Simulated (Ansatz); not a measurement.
Al₂B⁺, relaxed as a quintet with UKS r2SCAN-D4/def2-TZVP in Ansatz, starting from the r2SCAN-D4/def2-TZVP geometry of the charge +1 singlet. Force threshold 0.02 eV/Å.

At r2SCAN-D4/def2-TZVP a triplet of charge 1 lies 0.08 eV below the quintet, each at its own geometry. The structure comes from a short search, and lower isomers may exist.

Start:

```tsv
atom	x (Å)	y (Å)	z (Å)
B1	0.447	-0.576	-0.770
Al2	0.424	1.305	0.000
Al3	-0.871	-0.728	0.770
```

| step | energy (eV) | largest force component (eV/Å) | SCF passes |
| --- | --- | --- | --- |
| 1 | -13855.4062 | 2.133 | 40 |
| 2 | -13856.1405 | 1.025 | 44 |
| 3 | -13856.5525 | 0.795 | 42 |
| 4 | -13856.7944 | 0.425 | 42 |
| 5 | -13856.8915 | 0.365 | 40 |
| 6 | -13856.9460 | 0.135 | 40 |
| 7 | -13856.9640 | 0.040 | 40 |
| 8 | -13856.9644 | 0.016 | 36 |

Force components are those of the run's own axes.

End:

```csv
atom,x (Å),y (Å),z (Å)
B1,0.0019,-0.0025,-0.0033
Al2,1.0289,1.6188,-0.6113
Al3,-1.0309,-1.6163,0.6146
```

Bonds lost: Al2–Al3 (atoms count from 1).

No frequencies were taken in this run, so the end may be a saddle point.

Run time 18 s (4 threads of Arm Neoverse V2 on a shared host).
